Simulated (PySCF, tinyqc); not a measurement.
CIS on RHF in the sto-3g basis, for CH+, spin multiplicity 1, step by step. The lowest restricted solution is unstable here: a spin-polarised one lies 0.0133 hartree lower (PySCF). One step of it, computed by the program tinyqc.

Task: CIS matrix, triplets. A(ia,jb) = (e_a - e_i) d_ij d_ab - (ij|ab).

orbital energies (hartree): MO1 -11.722536, MO2 -1.291446, MO3 -0.876201, MO4 -0.301560, MO5 -0.301560, MO6 0.262778

Two-electron integrals over orbitals (pq|rs), unique and non-zero (hartree):
```
(11|11) 3.512194    (21|11) -0.294106   (21|21) 0.040769    (22|11) 0.755278
(22|21) -0.004163   (22|22) 0.634877    (31|11) 0.194644    (31|21) -0.021288
(31|22) 0.020818    (31|31) 0.028330    (32|11) -0.078366   (32|21) 0.009419
(32|22) 0.061150    (32|31) 0.009158    (32|32) 0.079512    (33|11) 0.791829
(33|21) -0.015426   (33|22) 0.507564    (33|31) -0.008531   (33|32) -0.058914
(33|33) 0.651418    (41|41) 0.021512    (42|41) 0.023553    (42|42) 0.093566
(43|41) -0.015623   (43|42) -0.046147   (43|43) 0.059185    (44|11) 0.852055
(44|21) -0.009200   (44|22) 0.564866    (44|31) 0.005676    (44|32) -0.041489
(44|33) 0.577527    (44|44) 0.672833    (51|51) 0.021512    (52|51) 0.023553
(52|52) 0.093566    (53|51) -0.015623   (53|52) -0.046147   (53|53) 0.059185
(54|54) 0.036269    (55|11) 0.852055    (55|21) -0.009200   (55|22) 0.564866
(55|31) 0.005676    (55|32) -0.041489   (55|33) 0.577527    (55|44) 0.600295
(55|55) 0.672833    (61|11) 0.152492    (61|21) -0.025808   (61|22) -0.010000
(61|31) 0.000824    (61|32) -0.014690   (61|33) 0.020547    (61|44) 0.003703
(61|55) 0.003703    (61|61) 0.025745    (62|11) -0.221707   (62|21) 0.003498
(62|22) -0.058864   (62|31) -0.012562   (62|32) 0.031666    (62|33) -0.043870
(62|44) -0.107813   (62|55) -0.107813   (62|61) 0.005679    (62|62) 0.109529
(63|11) -0.136465   (63|21) 0.004744    (63|22) 0.011237    (63|31) 0.005449
(63|32) 0.060788    (63|33) -0.090901   (63|44) -0.061978   (63|55) -0.061978
(63|61) -0.008243   (63|62) 0.060176    (63|63) 0.084758    (64|41) -0.011385
(64|42) -0.042304   (64|43) 0.007881    (64|64) 0.029492    (65|51) -0.011385
(65|52) -0.042304   (65|53) 0.007881    (65|65) 0.029492    (66|11) 0.701683
(66|21) -0.003606   (66|22) 0.610349    (66|31) 0.017713    (66|32) 0.085897
(66|33) 0.498155    (66|44) 0.506821    (66|55) 0.506821    (66|61) -0.008774
(66|62) 0.015746    (66|63) 0.053351    (66|66) 0.677985
```

Give: CIS matrix A, triplet.

Result:

CIS matrix A, triplet (hartree), lower triangle:
```
        1>4     1>5     1>6    2>4    2>5     2>6     3>4     3>5
1>4  10.569
1>5   0.000  10.569
1>6   0.000   0.000  11.284
2>4   0.009   0.000   0.000  0.425
2>5   0.000   0.009   0.000  0.000  0.425
2>6   0.000   0.000   0.004  0.000  0.000   0.944
3>4  -0.006   0.000   0.000  0.041  0.000   0.000  -0.003
3>5   0.000  -0.006   0.000  0.000  0.041   0.000   0.000  -0.003
3>6   0.000   0.000  -0.018  0.000  0.000  -0.086   0.000   0.000

       3>6
3>6  0.641
```
